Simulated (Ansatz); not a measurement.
`CC#CC` at its PBE0-D4/def2-TZVP geometry, where that method's forces vanish. Total charge 0; spin multiplicity 1.

```json
{"atom": "C1", "x (Å)": "-0.9841", "y (Å)": "-1.5707", "z (Å)": "0.8807"}
{"atom": "C2", "x (Å)": "-0.2881", "y (Å)": "-0.4598", "z (Å)": "0.2582"}
{"atom": "C3", "x (Å)": "0.2883", "y (Å)": "0.4601", "z (Å)": "-0.2575"}
{"atom": "C4", "x (Å)": "0.9841", "y (Å)": "1.5707", "z (Å)": "-0.8807"}
{"atom": "H5", "x (Å)": "-0.2885", "y (Å)": "-2.2169", "z (Å)": "1.4223"}
{"atom": "H6", "x (Å)": "-1.7339", "y (Å)": "-1.2160", "z (Å)": "1.5925"}
{"atom": "H7", "x (Å)": "-1.4958", "y (Å)": "-2.1827", "z (Å)": "0.1334"}
{"atom": "H8", "x (Å)": "1.0112", "y (Å)": "1.4578", "z (Å)": "-1.9676"}
{"atom": "H9", "x (Å)": "0.4911", "y (Å)": "2.5199", "z (Å)": "-0.6555"}
{"atom": "H10", "x (Å)": "2.0157", "y (Å)": "1.6376", "z (Å)": "-0.5258"}
```

Question: For each bond, give half the difference of the two atoms' forces along it (eV/Å; positive pushes the atoms apart) under PBE-D4, r2SCAN-D4, B3LYP-D4, ωB97M-V in def2-TZVPP. (Estimate.)

Answer: Ansatz gave: 
```
  bond  length (Å)  PBE-D4  r2SCAN-D4  B3LYP-D4  ωB97M-V
 C1–C2       1.451   -0.59      -0.20      0.18     0.53
 C1–H5       1.093    0.14       0.00     -0.05    -0.13
 C1–H6       1.093    0.14       0.00     -0.05    -0.13
 C1–H7       1.093    0.14       0.00     -0.05    -0.13
 C2–C3       1.202    1.02       0.37     -0.22    -0.61
 C3–C4       1.451   -0.59      -0.20      0.18     0.53
 C4–H8       1.093    0.14       0.00     -0.05    -0.13
 C4–H9       1.093    0.14       0.00     -0.05    -0.13
C4–H10       1.093    0.14       0.00     -0.05    -0.13
```

B3LYP here is the variant with VWN-RPA as its local correlation; programs differ in this.
